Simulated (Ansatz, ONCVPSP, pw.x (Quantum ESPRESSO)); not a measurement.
## lithium: does the ONCV potential hold in the solid?

Li, optimised norm-conserving Vanderbilt (ONCV), made with ONCVPSP 4.0.1 (PBEsol, scalar-relativistic). Core [He], reference 2s0.75 2p0.25. Waves: 2s: rc 2.10 bohr, ncon 3, nbas 6, qcut 2.6 1/bohr, 1 projector; 2p: rc 4.00 bohr, ncon 4, nbas 7, qcut 2.4 1/bohr, 1 projector. Local part: polynomial inside 1.75 bohr (lpopt 5, dvloc0 0 Ha). Core correction: none.

Atomic tests: cutoffs needed: 2.2 Ha and 3.6 Ha (the cutoffs (Ha) at which the residual kinetic energy of the hardest occupied pseudo-wave falls to 1 and 0.1 mHa per electron); ghost test: no bound ghost flagged; no localised positive-energy state flagged; largest excitation error: +3.3 meV (all-electron minus pseudo) for 2s0.5 2p0, out of 3 test configurations.

Crystal test: diamond Li in pw.x 7.5, no spin, 8³ k-points, Fermi–Dirac smearing 0.01 Ry, cutoffs 35/140 Ry. The reference is all-electron LAPW (Ansatz 0.2.0) with the same functional, mesh and smearing; V0 and B0 come from Birch–Murnaghan fits to the pressures at five volumes. Errors are pseudo minus all-electron; Δ is the rms difference of the E(V) curves that follow from these fits, minima aligned, over ±6 % about the mean V0. Mesh and smearing are coarse, so the numbers serve the comparison and aren't converged zero-temperature values; the lattice is a test structure that the element need not adopt.

All-electron: a0 = 5.914 Å (V0 = 25.86 Å³/atom), B0 = 5.4 GPa.

How far does the potential miss the all-electron equation of state?

mean pressure error (GPa): -0.40. The pressure does not cross zero within the volumes sampled, so no fit is given. The largest radius (4.00 bohr) exceeds half the bond length (2.42 bohr), so the spheres overlap, which is one possible source of error among others. This is a poor potential for the solid.

```tsv
V (Å³/atom)	P all-electron (GPa)	P pseudo (GPa)
24.641	0.28	-0.19
25.290	0.13	-0.31
25.938	-0.02	-0.41
26.586	-0.14	-0.51
27.235	-0.26	-0.59
```

At the middle volume, how do free energy and pressure move when the wave cutoff is lowered (ecutrho kept at four times it)?

```json
{"cutoff (Ry)": "16", "shift of F (meV/atom)": "+0.4", "shift of P (GPa)": "-0.01"}
{"cutoff (Ry)": "21", "shift of F (meV/atom)": "+0.2", "shift of P (GPa)": "+0.00"}
{"cutoff (Ry)": "28", "shift of F (meV/atom)": "+0.1", "shift of P (GPa)": "-0.00"}
```

The run at the middle volume (29 k-points, 5 iterations) took about 1.9 s on one core of a shared host (Intel(R) Xeon(R) 6975P-C, 192 threads, 1512 GiB, load 32).
